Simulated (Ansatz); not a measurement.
# C₂H₄N₂S: a ladder of functionals and wavefunction methods

The task here is to estimate one member of a computed series from the others.

Program: Ansatz 0.2.0, Gaussian basis. Level of theory: functionals in def2-TZVPP, the program's frozen cores in correlated methods. These are calculated values, not measurements.

The runs, in order: LDA (SPW92), PBE-D4, revPBE-D4, BLYP-D4, r2SCAN-D4, B97M-V, PBE0-D4, B3LYP-D4, r2SCANh-D4, r2SCAN0-D4, HSE06-D4, BHLYP-D4, CAM-B3LYP-D4, LC-ωPBE, ωB97X-V, ωB97M-V, B2PLYP, PBE-QIDH; CCSD(T)/def2-SVP; CCSD(T)/def2-TZVPP; MP2/def2-QZVPP; extrapolation to the limit; RPA on PBE.

## The geometry

An earlier PBE0-D4 in a triple-zeta def2 set relaxation fixed the geometry.

SMILES `NC(N)=C=S`, 9 atoms, charge 0, spin multiplicity 1.

Atoms are counted from 1 here; the program's logs count them from 0.

Bond lengths: N1–C2 1.403 Å, N1–H6 1.009 Å, N1–H7 1.014 Å, C2–N3 1.403 Å, C2–C4 1.318 Å, N3–H8 1.014 Å, N3–H9 1.009 Å, C4–S5 1.563 Å. Angles: C2–N1–H6 113.1°, C2–N1–H7 111.8°, H6–N1–H7 110.9°, N1–C2–N3 113.4°, N1–C2–C4 123.3°, N3–C2–C4 123.3°, C2–N3–H8 111.8°, C2–N3–H9 113.1°, H8–N3–H9 110.9°, C2–C4–S5 180.0°.

Set-up of the first run:

File in.yaml:

```yaml
crystal:
  periodic: [false, false, false]
  atoms:
    - {symbol: N, position_ang: [-1.246534, -0.370478, 0.415359]}
    - {symbol: C, position_ang: [0.017160, 0.032241, -0.041880]}
    - {symbol: N, position_ang: [1.077996, -0.607364, 0.616681]}
    - {symbol: C, position_ang: [0.190552, 0.923875, -0.996332]}
    - {symbol: S, position_ang: [0.396231, 1.981664, -2.128788]}
    - {symbol: H, position_ang: [-2.001177, 0.167817, 0.016347]}
    - {symbol: H, position_ang: [-1.398397, -1.363283, 0.276267]}
    - {symbol: H, position_ang: [1.074320, -0.414399, 1.612079]}
    - {symbol: H, position_ang: [1.978550, -0.396274, 0.213067]}
basis:
  gaussian: {orbitals: def2-TZVPP}
hamiltonian: {xc: lda}
output: {orbitals: {seedname: orbitals}}
```

Launch:

```
> ansatz run in.yaml --threads 2 --pin off --events-out ev --progress --plain --max-ram 4352MiB
```

Among the steps run: LDA; PBE-D4 (GGA); revPBE-D4 (GGA); BLYP-D4 (GGA); r2SCAN-D4 (meta-GGA); B97M-V (meta-GGA); PBE0-D4 (hybrid); B3LYP-D4 (hybrid); r2SCANh-D4 (hybrid); r2SCAN0-D4 (hybrid); HSE06-D4 (hybrid); BHLYP-D4 (hybrid); CAM-B3LYP-D4 (range-separated); LC-ωPBE (range-separated); ωB97X-V (range-separated); ωB97M-V (range-separated); B2PLYP (double hybrid); PBE-QIDH (double hybrid).

One table of the session follows, with a row left open; its other results are not shown here.

It belongs to the step «Orbital energies across the functionals». 

| functional | HOMO (eV) | LUMO (eV) | gap (eV) |
| --- | --- | --- | --- |
| LDA (SPW92) | -4.27 | -3.19 | 1.08 |
| PBE-D4 | -4.13 | -2.96 | 1.17 |
| revPBE-D4 | -4.07 | -2.88 | 1.19 |
| BLYP-D4 | -4.00 | -2.80 | 1.20 |
| r2SCAN-D4 | -4.29 | -2.84 | 1.45 |
| B97M-V | -4.35 | -2.70 | 1.65 |
| PBE0-D4 | -5.21 | -2.06 | 3.15 |
| B3LYP-D4 | -5.02 | -2.25 | 2.78 |
| r2SCANh-D4 | -4.70 | -2.50 | 2.19 |
| r2SCAN0-D4 | -5.32 | -1.99 | 3.33 |
| HSE06-D4 | -4.82 | -2.44 | 2.38 |
| BHLYP-D4 | -6.19 | -0.96 | 5.23 |
| CAM-B3LYP-D4 | -6.45 | -0.90 | 5.55 |
| LC-ωPBE | ? | ? | ? |
| ωB97X-V | -7.38 | 0.16 | 7.54 |
| ωB97M-V | -7.25 | 0.12 | 7.37 |

Estimate the missing values for LC-ωPBE.

**Answer.** HOMO (eV): -7.72; LUMO (eV): 0.20; gap (eV): 7.91. In the column «HOMO (eV)» it is the lowest.
